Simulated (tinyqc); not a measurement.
Worked calculation (part 1 of 2): RHF in the sto-6g basis, for H2O, spin multiplicity 1. Computed by tinyqc, a small Python program that keeps every step (integrals from PySCF). Settings: charge = 0, multiplicity = 1, basis = sto-6g, energy threshold = 1e-08, iteration cap = 80, orthogonalisation = symmetric, start = core, DIIS depth = 4, DIIS from iteration = 2, method = RHF. Command: `OMP_NUM_THREADS=1 python tinyqc.py 30894 30895 out.jsonl` (the two numbers bound the seeds that draw the settings). One thread of a shared host (Intel(R) Xeon(R) Processor @ 2.60GHz), about 0.1 s of CPU time with the checks. Later iterations appear only in the table of the cycle.

## One-electron integrals

Geometry (angstrom):
```
atom        x         y        z
O     0.00000   0.00000  0.00000
H     0.00000   0.91000  0.64600
H     0.00000  -0.91000  0.64600
```

Basis sto-6g: exponents (1/bohr^2) and contraction coefficients of normalised primitives:
```
element  l (shell)    exponent  coefficient
O            s (1)  1355.58423      0.00916
O            s (1)   248.54489      0.04936
O            s (1)    69.53390      0.16854
O            s (1)    23.88677      0.37056
O            s (1)     9.27593      0.41649
O            s (1)     3.82034      0.13033
O            s (2)    52.18776     -0.01325
O            s (2)    10.32932     -0.04699
O            s (2)     3.21034     -0.03379
O            s (2)     1.23514      0.25024
O            s (2)     0.53642      0.59512
O            s (2)     0.24588      0.24071
O            p (3)    52.18776      0.00376
O            p (3)    10.32932      0.03768
O            p (3)     3.21034      0.17390
O            p (3)     1.23514      0.41804
O            p (3)     0.53642      0.42586
O            p (3)     0.24588      0.10171
H            s (1)    35.52322      0.00916
H            s (1)     6.51314      0.04936
H            s (1)     1.82214      0.16854
H            s (1)     0.62596      0.37056
H            s (1)     0.24308      0.41649
H            s (1)     0.10011      0.13033
```

Overlap, kinetic and nuclear-attraction integrals over the contracted functions; the nuclear repulsion is the sum of Za Zb / Rab.

nuclear repulsion = 7.8776486 hartree

overlap S:
```
          1O 1s    1O 2s   1O 2px    1O 2py   1O 2pz    2H 1s     3H 1s
1O 1s   1.00000  0.23114  0.00000   0.00000  0.00000  0.03846   0.03846
1O 2s   0.23114  1.00000  0.00000   0.00000  0.00000  0.37916   0.37916
1O 2px  0.00000  0.00000  1.00000   0.00000  0.00000  0.00000   0.00000
1O 2py  0.00000  0.00000  0.00000   1.00000  0.00000  0.27234  -0.27234
1O 2pz  0.00000  0.00000  0.00000   0.00000  1.00000  0.19333   0.19333
2H 1s   0.03846  0.37916  0.00000   0.27234  0.19333  1.00000   0.15921
3H 1s   0.03846  0.37916  0.00000  -0.27234  0.19333  0.15921   1.00000
```

kinetic energy T (hartree):
```
           1O 1s     1O 2s   1O 2px    1O 2py   1O 2pz     2H 1s     3H 1s
1O 1s   29.32720  -0.89602  0.00000   0.00000  0.00000  -0.00602  -0.00602
1O 2s   -0.89602   0.84262  0.00000   0.00000  0.00000   0.06428   0.06428
1O 2px   0.00000   0.00000  2.53131   0.00000  0.00000   0.00000   0.00000
1O 2py   0.00000   0.00000  0.00000   2.53131  0.00000   0.14381  -0.14381
1O 2pz   0.00000   0.00000  0.00000   0.00000  2.53131   0.10209   0.10209
2H 1s   -0.00602   0.06428  0.00000   0.14381  0.10209   0.76852  -0.00859
3H 1s   -0.00602   0.06428  0.00000  -0.14381  0.10209  -0.00859   0.76852
```

nuclear attraction V (hartree):
```
            1O 1s     1O 2s    1O 2px     1O 2py    1O 2pz     2H 1s     3H 1s
1O 1s   -62.20668  -6.37049   0.00000    0.00000  -0.01399  -1.21124  -1.21124
1O 2s    -6.37049  -9.94396   0.00000    0.00000  -0.16211  -2.88707  -2.88707
1O 2px    0.00000   0.00000  -9.88549    0.00000   0.00000   0.00000   0.00000
1O 2py    0.00000   0.00000   0.00000  -10.00131   0.00000  -1.83569   1.83569
1O 2pz   -0.01399  -0.16211   0.00000    0.00000  -9.94386  -1.34409  -1.34409
2H 1s    -1.21124  -2.88707   0.00000   -1.83569  -1.34409  -5.25006  -0.93305
3H 1s    -1.21124  -2.88707   0.00000    1.83569  -1.34409  -0.93305  -5.25006
```

core Hamiltonian H = T + V (hartree):
```
            1O 1s     1O 2s    1O 2px    1O 2py    1O 2pz     2H 1s     3H 1s
1O 1s   -32.87948  -7.26651   0.00000   0.00000  -0.01399  -1.21726  -1.21726
1O 2s    -7.26651  -9.10134   0.00000   0.00000  -0.16211  -2.82279  -2.82279
1O 2px    0.00000   0.00000  -7.35418   0.00000   0.00000   0.00000   0.00000
1O 2py    0.00000   0.00000   0.00000  -7.47000   0.00000  -1.69188   1.69188
1O 2pz   -0.01399  -0.16211   0.00000   0.00000  -7.41255  -1.24200  -1.24200
2H 1s    -1.21726  -2.82279   0.00000  -1.69188  -1.24200  -4.48154  -0.94164
3H 1s    -1.21726  -2.82279   0.00000   1.69188  -1.24200  -0.94164  -4.48154
```

## Two-electron integrals

Functions are numbered as in S; the eight-fold symmetry (ij|kl) = (ji|kl) = (kl|ij) leaves the list below.

Two-electron integrals (ij|kl) in chemists' order, unique and non-zero (hartree):
```
(11|11) 4.78749    (21|11) 0.67588    (21|21) 0.12150    (22|11) 1.11738
(22|21) 0.24921    (22|22) 0.81738    (31|31) 0.02576    (32|31) 0.03914
(32|32) 0.18066    (33|11) 1.11738    (33|21) 0.24921    (33|22) 0.81738
(33|33) 0.88066    (41|41) 0.02576    (42|41) 0.03914    (42|42) 0.18066
(43|43) 0.04746    (44|11) 1.11738    (44|21) 0.24921    (44|22) 0.81738
(44|33) 0.78574    (44|44) 0.88066    (51|51) 0.02576    (52|51) 0.03914
(52|52) 0.18066    (53|53) 0.04746    (54|54) 0.04746    (55|11) 1.11738
(55|21) 0.24921    (55|22) 0.81738    (55|33) 0.78574    (55|44) 0.78574
(55|55) 0.88066    (61|11) 0.11972    (61|21) 0.02064    (61|22) 0.04144
(61|33) 0.04135    (61|41) 0.00083    (61|42) 0.00162    (61|44) 0.04153
(61|51) 0.00059    (61|52) 0.00115    (61|54) 0.00012    (61|55) 0.04144
(61|61) 0.00357    (62|11) 0.30491    (62|21) 0.06902    (62|22) 0.25242
(62|33) 0.24814    (62|41) 0.00452    (62|42) 0.03407    (62|44) 0.25668
(62|51) 0.00321    (62|52) 0.02418    (62|54) 0.00606    (62|55) 0.25244
(62|61) 0.01180    (62|62) 0.09907    (63|31) 0.00748    (63|32) 0.04274
(63|43) 0.00695    (63|53) 0.00493    (63|63) 0.01362    (64|11) 0.18497
(64|21) 0.04245    (64|22) 0.16552    (64|33) 0.15819    (64|41) 0.00988
(64|42) 0.06355    (64|44) 0.17747    (64|51) 0.00170    (64|52) 0.01478
(64|54) 0.00876    (64|55) 0.16090    (64|61) 0.00757    (64|62) 0.07896
(64|64) 0.07579    (65|11) 0.13131    (65|21) 0.03013    (65|22) 0.11750
(65|33) 0.11230    (65|41) 0.00170    (65|42) 0.01478    (65|44) 0.11612
(65|51) 0.00869    (65|52) 0.05323    (65|54) 0.00966    (65|55) 0.12409
(65|61) 0.00537    (65|62) 0.05605    (65|64) 0.04413    (65|65) 0.04495
(66|11) 0.46465    (66|21) 0.10714    (66|22) 0.44947    (66|33) 0.43205
(66|41) 0.00866    (66|42) 0.09048    (66|44) 0.46680    (66|51) 0.00615
(66|52) 0.06423    (66|54) 0.02467    (66|55) 0.44956    (66|61) 0.01848
(66|62) 0.22906    (66|64) 0.20808    (66|65) 0.14772    (66|66) 0.77500
(71|11) 0.11972    (71|21) 0.02064    (71|22) 0.04144    (71|33) 0.04135
(71|41) -0.00083   (71|42) -0.00162   (71|44) 0.04153    (71|51) 0.00059
(71|52) 0.00115    (71|54) -0.00012   (71|55) 0.04144    (71|61) 0.00352
(71|62) 0.01138    (71|64) 0.00668    (71|65) 0.00519    (71|66) 0.01761
(71|71) 0.00357    (72|11) 0.30491    (72|21) 0.06902    (72|22) 0.25242
(72|33) 0.24814    (72|41) -0.00452   (72|42) -0.03407   (72|44) 0.25668
(72|51) 0.00321    (72|52) 0.02418    (72|54) -0.00606   (72|55) 0.25244
(72|61) 0.01138    (72|62) 0.07789    (72|64) 0.04331    (72|65) 0.04280
(72|66) 0.14415    (72|71) 0.01180    (72|72) 0.09907    (73|31) 0.00748
(73|32) 0.04274    (73|43) -0.00695   (73|53) 0.00493    (73|63) 0.01029
(73|73) 0.01362    (74|11) -0.18497   (74|21) -0.04245   (74|22) -0.16552
(74|33) -0.15819   (74|41) 0.00988    (74|42) 0.06355    (74|44) -0.17747
(74|51) -0.00170   (74|52) -0.01478   (74|54) 0.00876    (74|55) -0.16090
(74|61) -0.00668   (74|62) -0.04331   (74|64) -0.01442   (74|65) -0.02332
(74|66) -0.07334   (74|71) -0.00757   (74|72) -0.07896   (74|74) 0.07579
(75|11) 0.13131    (75|21) 0.03013    (75|22) 0.11750    (75|33) 0.11230
(75|41) -0.00170   (75|42) -0.01478   (75|44) 0.11612    (75|51) 0.00869
(75|52) 0.05323    (75|54) -0.00966   (75|55) 0.12409    (75|61) 0.00519
(75|62) 0.04280    (75|64) 0.02332    (75|65) 0.03340    (75|66) 0.08610
(75|71) 0.00537    (75|72) 0.05605    (75|74) -0.04413   (75|75) 0.04495
(76|11) 0.09334    (76|21) 0.02134    (76|22) 0.08444    (76|33) 0.08259
(76|44) 0.08431    (76|51) 0.00157    (76|52) 0.01400    (76|55) 0.08642
(76|61) 0.00360    (76|62) 0.03255    (76|64) 0.02257    (76|65) 0.02073
(76|66) 0.07779    (76|71) 0.00360    (76|72) 0.03255    (76|74) -0.02257
(76|75) 0.02073    (76|76) 0.01338    (77|11) 0.46465    (77|21) 0.10714
(77|22) 0.44947    (77|33) 0.43205    (77|41) -0.00866   (77|42) -0.09048
(77|44) 0.46680    (77|51) 0.00615    (77|52) 0.06423    (77|54) -0.02467
(77|55) 0.44956    (77|61) 0.01761    (77|62) 0.14415    (77|64) 0.07334
(77|65) 0.08610    (77|66) 0.28884    (77|71) 0.01848    (77|72) 0.22906
(77|74) -0.20808   (77|75) 0.14772    (77|76) 0.07779    (77|77) 0.77500
```

## Orthogonalisation

S = U s U^T; symmetric (Loewdin) form X = U s^(-1/2) U^T, so that X^T S X = 1.

eigenvalues of S: 0.44472  0.52710  0.89220  1.00000  1.09128  1.31368  1.73101

X:
```
           1O 1s     1O 2s   1O 2px    1O 2py    1O 2pz     2H 1s     3H 1s
1O 1s    1.02231  -0.13230  0.00000   0.00000  -0.00631   0.01724   0.01724
1O 2s   -0.13230   1.15149  0.00000   0.00000   0.06523  -0.21822  -0.21822
1O 2px   0.00000   0.00000  1.00000   0.00000   0.00000   0.00000   0.00000
1O 2py   0.00000   0.00000  0.00000   1.07383   0.00000  -0.17481   0.17481
1O 2pz  -0.00631   0.06523  0.00000   0.00000   1.03257  -0.10935  -0.10935
2H 1s    0.01724  -0.21822  0.00000  -0.17481  -0.10935   1.12260  -0.05342
3H 1s    0.01724  -0.21822  0.00000   0.17481  -0.10935  -0.05342   1.12260
```

## Starting guess

The start is the orbitals of the core Hamiltonian; D = 2 C_occ C_occ^T.

D at the start:
```
           1O 1s     1O 2s   1O 2px    1O 2py    1O 2pz     2H 1s     3H 1s
1O 1s    2.12331  -0.55550  0.00000   0.00000  -0.03520   0.06875   0.06875
1O 2s   -0.55550   2.49252  0.00000   0.00000   0.21009  -0.29666  -0.29666
1O 2px   0.00000   0.00000  2.00000   0.00000   0.00000   0.00000   0.00000
1O 2py   0.00000   0.00000  0.00000   2.25643   0.00000  -0.29488   0.29488
1O 2pz  -0.03520   0.21009  0.00000   0.00000   2.11366  -0.18610  -0.18610
2H 1s    0.06875  -0.29666  0.00000  -0.29488  -0.18610   0.08623   0.00916
3H 1s    0.06875  -0.29666  0.00000   0.29488  -0.18610   0.00916   0.08623
```

## Iteration 1: building the Fock matrix

J_ij = sum D_kl (ij|kl), K_ij = sum D_kl (ik|jl); F = H + J - 0.5 K; E = tr D H + tr D J / 2 - 0.25 tr D K + E_nn.

Coulomb J (hartree):
```
           1O 1s     1O 2s   1O 2px    1O 2py    1O 2pz    2H 1s     3H 1s
1O 1s   18.75436   3.37893  0.00000   0.00000   0.00359  0.57708   0.57708
1O 2s    3.37893   8.84803  0.00000   0.00000  -0.00094  2.64095   2.64095
1O 2px   0.00000   0.00000  8.85086   0.00000   0.00000  0.00000   0.00000
1O 2py   0.00000   0.00000  0.00000   8.84554   0.00000  1.69697  -1.69697
1O 2pz   0.00359  -0.00094  0.00000   0.00000   8.84767  1.20326   1.20326
2H 1s    0.57708   2.64095  0.00000   1.69697   1.20326  4.50575   0.86278
3H 1s    0.57708   2.64095  0.00000  -1.69697   1.20326  0.86278   4.50575
```

exchange K (hartree):
```
          1O 1s    1O 2s   1O 2px    1O 2py   1O 2pz    2H 1s     3H 1s
1O 1s   9.88909  1.59365  0.00000   0.00000  0.00120  0.29316   0.29316
1O 2s   1.59365  2.84908  0.00000   0.00000  0.00444  0.73525   0.73525
1O 2px  0.00000  0.00000  2.37227   0.00000  0.00000  0.00000   0.00000
1O 2py  0.00000  0.00000  0.00000   2.36817  0.00000  0.35326  -0.35326
1O 2pz  0.00120  0.00444  0.00000   0.00000  2.36878  0.24995   0.24995
2H 1s   0.29316  0.73525  0.00000   0.35326  0.24995  0.30299   0.16966
3H 1s   0.29316  0.73525  0.00000  -0.35326  0.24995  0.16966   0.30299
```

Fock matrix F (hartree):
```
            1O 1s     1O 2s   1O 2px    1O 2py    1O 2pz     2H 1s     3H 1s
1O 1s   -19.06966  -4.68441  0.00000   0.00000  -0.01099  -0.78676  -0.78676
1O 2s    -4.68441  -1.67785  0.00000   0.00000  -0.16527  -0.54946  -0.54946
1O 2px    0.00000   0.00000  0.31055   0.00000   0.00000   0.00000   0.00000
1O 2py    0.00000   0.00000  0.00000   0.19145   0.00000  -0.17154   0.17154
1O 2pz   -0.01099  -0.16527  0.00000   0.00000   0.25074  -0.16371  -0.16371
2H 1s    -0.78676  -0.54946  0.00000  -0.17154  -0.16371  -0.12728  -0.16369
3H 1s    -0.78676  -0.54946  0.00000   0.17154  -0.16371  -0.16369  -0.12728
```

total energy of this density = -74.0215647 hartree

## Iteration 1: diagonalisation and new density

Diagonalise F' = X^T F X, C = X C', fill 5 alpha and 5 beta electrons from the bottom; D = 2 C_occ C_occ^T. Each column has its largest component positive (the first on a tie).

F' = X^T F X (hartree):
```
           1         2        3         4         5         6         7
1  -18.74309  -2.45739  0.00000   0.00000  -0.01534  -0.11222  -0.11222
2   -2.45739  -0.71179  0.00000   0.00000  -0.05498  -0.30486  -0.30486
3    0.00000   0.00000  0.31055   0.00000   0.00000   0.00000   0.00000
4    0.00000   0.00000  0.00000   0.35180   0.00000  -0.27054   0.27054
5   -0.01534  -0.05498  0.00000   0.00000   0.32166  -0.18276  -0.18276
6   -0.11222  -0.30486  0.00000  -0.27054  -0.18276   0.14575  -0.05737
7   -0.11222  -0.30486  0.00000   0.27054  -0.18276  -0.05737   0.14575
```

orbital energies (hartree): MO1 -19.07443, MO2 -0.64888, MO3 -0.11230, MO4 0.14425, MO5 0.31055, MO6 0.53422, MO7 0.66722

coefficients C:
```
             MO1       MO2       MO3       MO4      MO5       MO6       MO7
1O 1s    0.99586  -0.21694   0.00000  -0.13479  0.00000  -0.07931   0.00000
1O 2s    0.01854   0.81628   0.00000   0.70397  0.00000   0.52981   0.00000
1O 2px   0.00000   0.00000   0.00000   0.00000  1.00000   0.00000   0.00000
1O 2py   0.00000   0.00000   0.49232   0.00000  0.00000   0.00000   0.98582
1O 2pz   0.00203   0.16367   0.00000  -0.56806  0.00000   0.86309   0.00000
2H 1s   -0.00358   0.19229   0.53044  -0.45760  0.00000  -0.62053  -0.66386
3H 1s   -0.00358   0.19229  -0.53044  -0.45760  0.00000  -0.62053   0.66386
```

D after iteration 1:
```
           1O 1s     1O 2s   1O 2px    1O 2py    1O 2pz     2H 1s     3H 1s
1O 1s    2.11394  -0.50701  0.00000   0.00000   0.08617   0.03280   0.03280
1O 2s   -0.50701   2.32444  0.00000   0.00000  -0.53252  -0.33048  -0.33048
1O 2px   0.00000   0.00000  2.00000   0.00000   0.00000   0.00000   0.00000
1O 2py   0.00000   0.00000  0.00000   0.48475   0.00000   0.52229  -0.52229
1O 2pz   0.08617  -0.53252  0.00000   0.00000   0.69898   0.58283   0.58283
2H 1s    0.03280  -0.33048  0.00000   0.52229   0.58283   1.05552  -0.06996
3H 1s    0.03280  -0.33048  0.00000  -0.52229   0.58283  -0.06996   1.05552
```

## Iteration 2: building the Fock matrix

As before.

Coulomb J (hartree):
```
           1O 1s    1O 2s   1O 2px    1O 2py    1O 2pz    2H 1s     3H 1s
1O 1s   16.86286  2.97186  0.00000   0.00000  -0.00483  0.50910   0.50910
1O 2s    2.97186  7.84018  0.00000   0.00000   0.07111  2.45013   2.45013
1O 2px   0.00000  0.00000  7.87097   0.00000   0.00000  0.00000   0.00000
1O 2py   0.00000  0.00000  0.00000   7.83819   0.00000  1.61904  -1.61904
1O 2pz  -0.00483  0.07111  0.00000   0.00000   7.81139  1.17364   1.17364
2H 1s    0.50910  2.45013  0.00000   1.61904   1.17364  4.68987   0.83904
3H 1s    0.50910  2.45013  0.00000  -1.61904   1.17364  0.83904   4.68987
```

exchange K (hartree):
```
          1O 1s     1O 2s   1O 2px    1O 2py    1O 2pz    2H 1s     3H 1s
1O 1s   9.79814   1.48772  0.00000   0.00000   0.00389  0.27380   0.27380
1O 2s   1.48772   2.48045  0.00000   0.00000  -0.10768  0.85800   0.85800
1O 2px  0.00000   0.00000  2.25004   0.00000   0.00000  0.00000   0.00000
1O 2py  0.00000   0.00000  0.00000   1.46020   0.00000  0.60494  -0.60494
1O 2pz  0.00389  -0.10768  0.00000   0.00000   1.49869  0.49184   0.49184
2H 1s   0.27380   0.85800  0.00000   0.60494   0.49184  1.30243   0.26835
3H 1s   0.27380   0.85800  0.00000  -0.60494   0.49184  0.26835   1.30243
```

Fock matrix F (hartree):
```
            1O 1s     1O 2s    1O 2px    1O 2py    1O 2pz     2H 1s     3H 1s
1O 1s   -20.91569  -5.03851   0.00000   0.00000  -0.02077  -0.84506  -0.84506
1O 2s    -5.03851  -2.50138   0.00000   0.00000  -0.03716  -0.80165  -0.80165
1O 2px    0.00000   0.00000  -0.60823   0.00000   0.00000   0.00000   0.00000
1O 2py    0.00000   0.00000   0.00000  -0.36192   0.00000  -0.37531   0.37531
1O 2pz   -0.02077  -0.03716   0.00000   0.00000  -0.35050  -0.31428  -0.31428
2H 1s    -0.84506  -0.80165   0.00000  -0.37531  -0.31428  -0.44288  -0.23678
3H 1s    -0.84506  -0.80165   0.00000   0.37531  -0.31428  -0.23678  -0.44288
```

total energy of this density = -75.5275813 hartree

## Iteration 2: diagonalisation and new density

As before.

F' = X^T F X (hartree):
```
           1         2         3         4         5         6         7
1  -20.59270  -2.50387   0.00000   0.00000  -0.04311  -0.11778  -0.11778
2   -2.50387  -1.49299   0.00000   0.00000   0.12126  -0.37761  -0.37761
3    0.00000   0.00000  -0.60823   0.00000   0.00000   0.00000   0.00000
4    0.00000   0.00000   0.00000  -0.14812   0.00000  -0.38658   0.38658
5   -0.04311   0.12126   0.00000   0.00000  -0.23954  -0.28720  -0.28720
6   -0.11778  -0.37761   0.00000  -0.38658  -0.28720  -0.06465  -0.06610
7   -0.11778  -0.37761   0.00000   0.38658  -0.28720  -0.06610  -0.06465
```

orbital energies (hartree): MO1 -20.91817, MO2 -1.37838, MO3 -0.62513, MO4 -0.60823, MO5 -0.53153, MO6 0.37210, MO7 0.47847

coefficients C:
```
             MO1       MO2       MO3      MO4       MO5       MO6       MO7
1O 1s    0.99713  -0.23686   0.00000  0.00000   0.06522  -0.09288   0.00000
1O 2s    0.01296   0.95119   0.00000  0.00000  -0.39210   0.61988   0.00000
1O 2px   0.00000   0.00000   0.00000  1.00000   0.00000   0.00000   0.00000
1O 2py   0.00000   0.00000   0.64660  0.00000   0.00000   0.00000   0.89227
1O 2pz   0.00194   0.03767   0.00000  0.00000   0.75218   0.72609   0.00000
2H 1s   -0.00251   0.08670   0.41499  0.00000   0.35312  -0.70656  -0.74152
3H 1s   -0.00251   0.08670  -0.41499  0.00000   0.35312  -0.70656   0.74152
```

D after iteration 2:
```
           1O 1s     1O 2s   1O 2px    1O 2py    1O 2pz     2H 1s     3H 1s
1O 1s    2.10927  -0.47590  0.00000   0.00000   0.08414  -0.00002  -0.00002
1O 2s   -0.47590   2.11735  0.00000   0.00000  -0.51815  -0.11204  -0.11204
1O 2px   0.00000   0.00000  2.00000   0.00000   0.00000   0.00000   0.00000
1O 2py   0.00000   0.00000  0.00000   0.83618   0.00000   0.53667  -0.53667
1O 2pz   0.08414  -0.51815  0.00000   0.00000   1.13439   0.53774   0.53774
2H 1s   -0.00002  -0.11204  0.00000   0.53667   0.53774   0.60887  -0.08000
3H 1s   -0.00002  -0.11204  0.00000  -0.53667   0.53774  -0.08000   0.60887
```
